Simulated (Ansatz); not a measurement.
# GeN⁺, triplet: vertical spin and charge gaps

Geometry (PBE0/def2-TZVP stationary point for this spin):

```
atom   x (Å)   y (Å)   z (Å)
  Ge  0.0000  0.0000  0.0000
   N  0.0000  0.0000  1.9011
```

Basis cc-pVDZ; Ansatz 0.2.0. Only valence electrons are correlated (noble-gas cores and the filled d shells of p-block atoms frozen). R marks a restricted (for open shells ROHF) determinant. Active spaces: valence = (8e, 8o) chosen from the atoms' valence shells. No spin–orbit coupling is included, and no scalar relativity.

Gaps are energies of the second state less the first, at fixed atoms, for a selection of the levels run; each method lands on the state that its own search finds for that charge and spin.

The determinant of the GeN⁺ singlet fills πx and πy unequally, so it is a mixture of Σ and Δ, which weighs on every level built on one determinant.

Singlet less triplet: 1.361 eV at full CI (triplet A2, singlet A1, in C2v).

By full CI's occupations no single determinant describes the singlet well.

```json
{"level": "RHF", "gap (eV)": "2.337", "error (meV)": "976"}
{"level": "RMP2", "gap (eV)": "1.874", "error (meV)": "513"}
{"level": "RCCSD", "gap (eV)": "1.688", "error (meV)": "327"}
{"level": "RCCSD(T)", "gap (eV)": "1.577", "error (meV)": "216"}
{"level": "BCCD(T)", "gap (eV)": "1.578", "error (meV)": "217"}
{"level": "RCCSDT*", "gap (eV)": "1.437", "error (meV)": "76"}
{"level": "RCCSDT(Q)*", "gap (eV)": "1.352", "error (meV)": "-9"}
{"level": "RCCSDTQ*", "gap (eV)": "1.366", "error (meV)": "5"}
```

An asterisk marks runs whose energy the program itself flagged as in doubt.

Quintet less triplet: 2.186 eV at full CI (triplet A2, quintet B2, in C2v).

| level | gap (eV) | error (meV) |
| --- | --- | --- |
| RHF | 1.387 | -799 |
| RCCSD | 2.122 | -64 |
| RCCSD(T) | 2.169 | -17 |
| RCCSDT(Q) | 2.183 | -3 |
| NEVPT2 (valence space) | 2.208 | 22 |
| MRCISD (valence space) | 2.181 | -5 |
| PBE | 2.572 | 386 |
| r2SCAN | 2.255 | 69 |
| wB97M-V | 2.456 | 270 |
| RPA-PBE | 2.335 | 149 |

In so small a basis the reference is far from its limit while semilocal and hybrid functionals are nearer theirs (RPA and double hybrids share much of the reference's basis error), so the functionals' errors here hold much of the reference's basis and frozen-core error, which can add to them or hide them.

Full CI is exact within this basis and frozen core; it isn't the basis-set limit.
